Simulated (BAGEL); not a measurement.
**C2H2N2O (SMILES c1ncon1) at PBE0/def2-SVP (density fitting with qzvpp-jkfit)**

What is the energy change on altering one bond length of C2H2N2O at PBE0/def2-SVP (density fitting with qzvpp-jkfit)? 

Program for the calculation: BAGEL 1.2.2.

2 further runs of the same task are left out: 1 that didn't finish, 1 set aside as unsound or not needed.

**1. Starting point**

The species is C2H2N2O (7 atoms), meant as a singlet with charge 0. SMILES: `c1ncon1`. Geometry: relaxed at GFN2-xTB.

Bond lengths: C1–N2 1.360 Å, N2–C3 1.294 Å, C3–O4 1.329 Å, C1–N5 1.298 Å, O4–N5 1.356 Å, C1–H6 1.069 Å, C3–H7 1.071 Å. Angles: C1–N2–C3 102.3°, N2–C1–N5 113.3°, N2–C3–O4 113.0°, C3–O4–N5 106.5°, C1–N5–O4 104.9°, N2–C1–H6 123.5°, N5–C1–H6 123.2°, N2–C3–H7 127.3°, O4–C3–H7 119.7°.

**2. The energy at PBE0/def2-SVP (density fitting with qzvpp-jkfit)**

Contents of dft.json:

```json
{ "bagel": [

{
  "title": "molecule",
  "basis": "svp",
  "df_basis": "qzvpp-jkfit",
  "angstrom": "true",
  "geometry": [
    { "atom": "C", "xyz": [   -0.669300,    0.798840,    0.101020 ] },
    { "atom": "N", "xyz": [    0.334670,    0.313470,    0.879740 ] },
    { "atom": "C", "xyz": [    0.766100,   -0.686540,    0.181370 ] },
    { "atom": "O", "xyz": [    0.103640,   -0.846730,   -0.959140 ] },
    { "atom": "N", "xyz": [   -0.833900,    0.131600,   -1.000400 ] },
    { "atom": "H", "xyz": [   -1.265580,    1.645520,    0.367410 ] },
    { "atom": "H", "xyz": [    1.564370,   -1.356160,    0.429990 ] }
  ]
},
{
  "title": "ks",
  "xc_func": "pbe0"
},
{
  "title": "print",
  "file": "orbitals.molden",
  "orbitals": "true"
}

]}
```

Command:

```
$ BAGEL_NUM_THREADS=1 BAGEL dft.json > dft.out
```

The program printed:

```text
* using 1 threads per process

  ===============================================================
  ===============================================================

  *** Geometry ***

  { "atom" : "C", "xyz" : [     -1.264794,      1.509589,      0.190900 ] },
  { "atom" : "N", "xyz" : [      0.632435,      0.592372,      1.662468 ] },
  { "atom" : "C", "xyz" : [      1.447719,     -1.297373,      0.342740 ] },
  { "atom" : "O", "xyz" : [      0.195851,     -1.600088,     -1.812512 ] },
  { "atom" : "N", "xyz" : [     -1.575843,      0.248688,     -1.890482 ] },
  { "atom" : "H", "xyz" : [     -2.391600,      3.109582,      0.694304 ] },
  { "atom" : "H", "xyz" : [      2.956231,     -2.562771,      0.812563 ] },

  Number of auxiliary basis functions:      417

  Since a DF basis is specified, we compute 2- and 3-index integrals:
    o Being stored without compression. Storage requirement is 0.021 GB

  Number of basis functions:       80
  Number of electrons      :       36

    * METHOD: MOLECULE                             0.16

  *** Kohn-Sham DFT ***

    * Removing 14024 points whose weight is below 1.00e-10
    * Grid points: 90318

  === Nuclear Repulsion ===
   166.3706162646

       - DIIS with orbital gradients will be used.

  === KS iteration (pbe0 / svp) ===
      0       -232.10384177          0.17113798           0.23
      1       -213.89418579          0.19769355           0.22
      2       -221.46786291          0.24607223           0.22
      3       -253.61269937          0.10109524           0.22
      4       -252.73969090          0.12065791           0.22
      5       -261.44037864          0.01926237           0.21
      6       -261.36430829          0.02294948           0.22
      7       -261.59692517          0.00275920           0.22
      8       -261.59928576          0.00149413           0.22
      9       -261.60002821          0.00054338           0.21
     10       -261.60013546          0.00017119           0.22
     11       -261.60014391          0.00009116           0.22
     12       -261.60014752          0.00001838           0.22
     13       -261.60014764          0.00000848           0.22
     14       -261.60014766          0.00000381           0.22
     15       -261.60014766          0.00000066           0.22
     16       -261.60014766          0.00000033           0.22
     17       -261.60014766          0.00000010           0.21
     18       -261.60014766          0.00000004           0.21
     19       -261.60014766          0.00000001           0.22
     20       -261.60014766          0.00000001           0.21
    * SCF iteration converged.

    * Permanent dipole moment:
           (   -0.331111,     0.134551,    -0.289668) a.u.

    * METHOD: KS                                   4.98

    * METHOD: PRINT                                0.02

  ===============================================================
```

Run time: 5.4 s. Hardware: 1 thread of Arm Neoverse V1, shared host; peak memory 0.34 GiB.

**3. The distorted shape**

Contents of dft.json:

```json
{ "bagel" : [

{
  "title" : "molecule",
  "basis" : "svp",
  "df_basis" : "qzvpp-jkfit",
  "angstrom" : "true",
  "geometry" : [
    { "atom" : "C", "xyz" : [   -0.789068,    0.899306,    0.063718 ] },
    { "atom" : "N", "xyz" : [    0.214902,    0.413936,    0.842438 ] },
    { "atom" : "C", "xyz" : [    0.646332,   -0.586074,    0.144068 ] },
    { "atom" : "O", "xyz" : [   -0.016128,   -0.746264,   -0.996442 ] },
    { "atom" : "N", "xyz" : [   -0.953668,    0.232066,   -1.037702 ] },
    { "atom" : "H", "xyz" : [   -1.385348,    1.745986,    0.330108 ] },
    { "atom" : "H", "xyz" : [    1.564370,   -1.356160,    0.429990 ] }
  ]
},
{
  "title" : "ks",
  "xc_func" : "pbe0"
},
{
  "title" : "print",
  "file" : "orbitals.molden",
  "orbitals" : "true"
}

]}
```

Command:

```
$ BAGEL_NUM_THREADS=1 BAGEL dft.json > dft.out
```

The program printed:

```text
* using 1 threads per process

  ===============================================================
  ===============================================================

  *** Geometry ***

  { "atom" : "C", "xyz" : [     -1.491122,      1.699442,      0.120410 ] },
  { "atom" : "N", "xyz" : [      0.406106,      0.782226,      1.591977 ] },
  { "atom" : "C", "xyz" : [      1.221390,     -1.107519,      0.272249 ] },
  { "atom" : "O", "xyz" : [     -0.030478,     -1.410235,     -1.883002 ] },
  { "atom" : "N", "xyz" : [     -1.802171,      0.438541,     -1.960973 ] },
  { "atom" : "H", "xyz" : [     -2.617928,      3.299435,      0.623814 ] },
  { "atom" : "H", "xyz" : [      2.956231,     -2.562771,      0.812563 ] },

  Number of auxiliary basis functions:      417

  Since a DF basis is specified, we compute 2- and 3-index integrals:
    o Being stored without compression. Storage requirement is 0.021 GB

  Number of basis functions:       80
  Number of electrons      :       36

    * METHOD: MOLECULE                             0.16

  *** Kohn-Sham DFT ***

    * Removing 13829 points whose weight is below 1.00e-10
    * Grid points: 90513

  === Nuclear Repulsion ===
   165.6411894637

       - DIIS with orbital gradients will be used.

  === KS iteration (pbe0 / svp) ===
      0       -232.18568150          0.17054593           0.23
      1       -213.44229840          0.19648931           0.22
      2       -221.31802250          0.24276069           0.22
      3       -253.30253976          0.10202944           0.22
      4       -252.62220994          0.12125097           0.22
      5       -261.41813864          0.01966347           0.22
      6       -261.34203636          0.02346964           0.22
      7       -261.58584430          0.00298801           0.22
      8       -261.58871821          0.00153257           0.22
      9       -261.58938812          0.00081901           0.22
     10       -261.58962754          0.00027539           0.22
     11       -261.58965753          0.00007611           0.22
     12       -261.58966005          0.00001471           0.22
     13       -261.58966014          0.00000433           0.22
     14       -261.58966014          0.00000213           0.22
     15       -261.58966015          0.00000109           0.22
     16       -261.58966015          0.00000050           0.22
     17       -261.58966015          0.00000012           0.22
     18       -261.58966015          0.00000005           0.22
     19       -261.58966015          0.00000002           0.22
     20       -261.58966015          0.00000000           0.22
    * SCF iteration converged.

    * Permanent dipole moment:
           (   -0.348093,     0.145743,    -0.298941) a.u.

    * METHOD: KS                                   5.05

    * METHOD: PRINT                                0.02

  ===============================================================
```

Run time: 5.4 s. Hardware: 1 thread of Arm Neoverse V1, shared host; peak memory 0.34 GiB.

**4. Summary of results**

Level: PBE0/def2-SVP (density fitting with qzvpp-jkfit).

| quantity | value |
| --- | --- |
| first shape: total energy | -261.60015 Eh |
| first shape: dipole moment | 1.17 D |
| first shape: HOMO energy | -8.76 eV |
| first shape: LUMO energy | -0.86 eV |
| first shape: HOMO–LUMO gap | 7.90 eV |
| distorted shape: total energy | -261.58966 Eh |
| distorted shape: dipole moment | 1.22 D |
| distorted shape: HOMO energy | -8.76 eV |
| distorted shape: LUMO energy | -0.83 eV |
| distorted shape: HOMO–LUMO gap | 7.93 eV |
| energy change with the C3–H7 bond stretched from 1.071 to 1.232 Å | 0.285 eV |

What this shows: With the C3–H7 bond stretched from 1.071 to 1.232 Å the energy rises by 0.29 eV (27.5 kJ/mol). The first shape isn't relaxed at this level, so the change isn't measured from a minimum.
